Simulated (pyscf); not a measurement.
PySCF, gas phase, ωB97X-D3(BJ)/def2-SVP geometries.

**Question.** Estimate by transition-state theory the rate constant of HO–Si(O–SiH₃)(O–SiH₃)–O–SiH₃ (SMILES O[Si](O[SiH3])(O[SiH3])O[SiH3]) + HF (SMILES F) → F–Si(O–SiH₃)(O–SiH₃)–O–SiH₃ (SMILES F[Si](O[SiH3])(O[SiH3])O[SiH3]) + H₂O (SMILES O) (singlet surface; O–Si, F–H broken, F–Si, H–O formed) at 900 K, with ωB97M-D3(BJ)/def2-TZVP energies (ideal gas, 1 atm, RRHO with modes under 100 cm⁻¹ raised to 100, one conformer, R ln 2 for rigid chiral ones; no tunnelling).

**Answer.** The electronic barrier is 13.4 kcal/mol and the thermal terms add +38.9, so ΔG‡ = 52.3 kcal/mol. With k_BT/h = 1.88e+13 s⁻¹ and RT = 1.788 kcal/mol, and a volume of 1.23e-19 cm³ per molecule at 1 atm, k = 4.7e-19 cm³ molecule⁻¹ s⁻¹. Wigner's tunnelling factor for 480i cm⁻¹ would be 1.02. A shift of 1 kcal/mol in the barrier changes k by a factor 1.7. On the reactant side the descent ends in a bound adduct, 9.5 kcal/mol under the separated species and 23.6 kcal/mol under the saddle at ωB97X-D3(BJ)/def2-TZVP. On the product side the descent ends in an adduct with a O–Si contact (not fully relaxed), 0.5 kcal/mol over the separated species and 23.3 kcal/mol under the saddle at ωB97X-D3(BJ)/def2-TZVP. What is counted as broken (O–Si) persists as a longer contact in the product adduct; parting that adduct is a step of its own. One saddle was located; it need not be the lowest between these sides.
